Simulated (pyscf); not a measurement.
This saddle point was located with ωB97X-D3(BJ)/def2-SVP in PySCF.

```
Al
N 1 1.7719
H 2 1.0153 1 125.09
H 2 1.0155 3 109.69 1 179.98
H 1 1.5853 2 119.02 3 179.98
H 1 1.6489 5 124.12 2 179.99
H 6 1.3498 1 174.20 5 -179.64
```
Charge 0, spin multiplicity 2.

Surface: doublet, charge 0. Lowest wavenumbers (cm⁻¹): 696i, 124, 203, 455, 483.

Which two sides does it connect, and which bonds change?

H₂N–AlH₂ + H atom (H•) <-> [H₂N–AlH]• + hydrogen (H₂), a hydrogen abstraction read from left to right: Al–H broken and H–H formed. At ωB97M-D3(BJ)/def2-TZVP it lies +3.3 kcal/mol from the left side and +20.2 kcal/mol from the right (each side as separated species at their lowest minima found). One saddle was located; it need not be the lowest between these sides. The angle at the transferred H is 174°.
